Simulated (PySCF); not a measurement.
Working out the ionisation energy of B

B [He] 2s2 2p1 (2P) → B⁺ [He] 2s2 (1S). Calculation: PySCF 2.14, in dyall-av3z; the spin-free X2C one-electron Hamiltonian (Gaussian nucleus). Frozen: 1s2; the 13 highest virtual orbitals dropped. Energies in hartree (1 hartree = 27.21139 eV):

```tsv
part	B (lower)	B⁺ (upper)
UHF	-24.539837	-24.244394
CCSD correlation	-0.065993	-0.061002
(T)	-0.001397	0.000000
```

Problem. What does Hartree-Fock give?

Solution. (-24.244394) − (-24.539837) = 0.295443 hartree = 8.039 eV.

Problem. What do CCSD and CCSD(T) give?

Solution. The CCSD correlation energies differ by 0.004991 hartree = 0.136 eV and the triples by 0.001397 hartree = 0.038 eV, so CCSD gives 8.175 eV and CCSD(T) 8.213 eV.

Measured between the centres of the two terms (NIST): 8.297 eV, so CCSD(T) (valence) is off by -0.084 eV.

What remains against the reference includes basis incompleteness, the frozen core and higher excitations.
